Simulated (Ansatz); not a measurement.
For rock-salt NaI, r²SCAN in Ansatz (plane waves, PAW) gives:

| Item | Result |
|---|---|
| elastic constant C11 | 35.5 GPa |
| elastic constant C44 | 8.13 GPa |
| polycrystal shear modulus | 10.1 GPa |

Problem. What does LC-ωPBE (Ansatz, a program for electronic structure, plane waves, PAW) give for the same quantities?

Solution. 
- elastic constant C11: 36.5 GPa (increases by 2.8 %)
- elastic constant C44: 8.03 GPa (decreases by 1.2 %)
- Voigt–Reuss–Hill shear modulus: 10.2 GPa (is nearly the same)

Changes are worked out from the printed values.

Unless a cell is named, each level is at its own relaxed cell (r²SCAN 33.71, LC-ωPBE 33.14 Å³/atom).

Ansatz's density-functional and Hartree–Fock values are scalar-relativistic unless marked +SOC, with PAW data made under PBE.
